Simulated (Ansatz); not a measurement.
## Ansatz (development build ahead of 0.2.0) run

```yaml
crystal:
  periodic: [false, false, false]
  atoms:
    - { symbol: C, position_ang: [0.00776, -0.45867, -0.11481] }
    - { symbol: C, position_ang: [-0.00863, -0.46768, 1.20956] }
    - { symbol: C, position_ang: [0.00835, 0.76449, -0.97198] }
    - { symbol: H, position_ang: [-0.00445, -1.40757, -0.65683] }
    - { symbol: H, position_ang: [-0.00315, -1.39683, 1.78232] }
    - { symbol: H, position_ang: [-0.00347, 0.45317, 1.80071] }
    - { symbol: H, position_ang: [-0.00235, 1.69346, -0.38046] }
    - { symbol: H, position_ang: [0.88306, 0.80009, -1.63056] }
    - { symbol: H, position_ang: [-0.88163, 0.80144, -1.63443] }
basis:
  gaussian: { orbitals: def2-TZVP }
hamiltonian:
  xc: hf
correlation:
  method: mp2
  frozen_orbitals: { C: 1, H: 0 }
```

The input is written out in the form of the current development build from the run's settings.

Results

| Property | Result |
| --- | --- |
| Converged | yes |
| Reference energy | -117.11680 hartree |
| Correlation energy | -0.49212 hartree |
| Total energy | -117.60892 hartree |
| Spin squared of the determinant | 0.000 |
